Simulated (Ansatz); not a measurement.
A run of Ansatz (development build ahead of 0.2.0) on singlet CF₂ at this shape:

```xyz
3

C     0.0016    0.0258   -0.7634
F     0.0211    1.1744    0.2216
F     0.0034   -1.2709    0.1941
```

Its results:

* Converged: yes
* Total energy: -236.36124 hartree
* Spin squared of the determinant: 0.000

Which input gives this output? Name the method, the orbitals and the basis set, and write the input.

RHF in def2-SVP. An unrestricted run that stays on the closed shell gives the same numbers.

```yaml
crystal:
  periodic: [false, false, false]
  atoms:
    - { symbol: C, position_ang: [0.00159, 0.02581, -0.76343] }
    - { symbol: F, position_ang: [0.02108, 1.17436, 0.2216] }
    - { symbol: F, position_ang: [0.0034, -1.27091, 0.19408] }
basis:
  gaussian: { orbitals: def2-SVP }
hamiltonian:
  xc: hf
```

Caution: stretched shape with no unrestricted run beside it, a lower state can exist.
